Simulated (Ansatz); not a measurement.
Molecule: CCl$_{3}$, charge 0, multiplicity 2. It need not be the lowest isomer of its formula. SMILES: Cl[C](Cl)Cl
Geometry: optimised at B3LYP-D3(BJ)/def2-TZVP (Ansatz, a program for electronic structure).

Parts of the frozen-core correlation energy in 6-31G (Ansatz, hartree). Frozen orbitals: 16; correlated occupied orbitals by spin: 13 and 12; virtual: 19 and 20. Open shells are spin-unrestricted. Spin-orbit coupling is left out. No relativistic terms.

| term | value |
|---|---|
| reference (HF) | -1416.14404 |
| MP2 opposite-spin | ? |
| MP2 same-spin | -0.05147 |
| CCSD correlation | ? |
| (T) | ? |
| T1 diagnostic | 0.014 |
| largest doubles amplitude | 0.040 |
| <S^2> of the reference | 0.769 |

Complete the blanks.


- MP2 opposite-spin, value: -0.14909
- CCSD correlation, value: -0.22490
- (T), value: -0.00615
